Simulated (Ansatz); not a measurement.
Litharge SnO was calculated with PBE-D4 (plane waves, PAW; Ansatz, a program for electronic structure).

Run with plane-wave cutoff 520 eV, 10×10×8 k mesh (along the axes of the cell as run), Fermi–Dirac smearing 0.01 eV, scalar-relativistic PAW data made under PBE.

Energies at three volumes about the minimum:

```tsv
V (Å³/atom)	E − E_lowest (meV/atom)
17.063	0.81
17.411	0.00
17.759	0.68
```

Q: Fit a parabola by hand: where is the minimum, and what is the bulk modulus?

A: Slopes: (0.00 − 0.81)/(17.411 − 17.063) = -2.328 and (0.68 − 0.00)/(17.759 − 17.411) = 1.954 meV/Å³. Curvature E″ = 2 × (1.954 − (-2.328))/(17.759 − 17.063) = 12.305 meV/Å⁶. From the middle of the first interval, the slope vanishes at V0 = 17.2370 − (-2.328)/12.305 = 17.426 Å³/atom. B = V0 E″ = 17.426 × 12.305 meV/Å³ × 0.1602 GPa per meV/Å³ = 34.4 GPa. The full Birch–Murnaghan fit to all volumes gives V0 = 17.414 Å³/atom and B0 = 34.6 GPa.

Shape and atoms are relaxed at each volume.

Measured, for comparison: bulk modulus 35 ± 1 GPa (temperature not stated, not corrected to a static lattice, equation of state from high-pressure X-ray diffraction; as tabulated in Giefers, Porsch, Wortmann, Structural study of SnO at high pressure …). Computed (rounded) less measured: bulk modulus -1 % (inside the measured uncertainty).

Note: the gap of the solid is closed in this run; this level leaves the solid without a gap, although one is measured; the bulk modulus comes from volumes at which shape and atoms were relaxed.
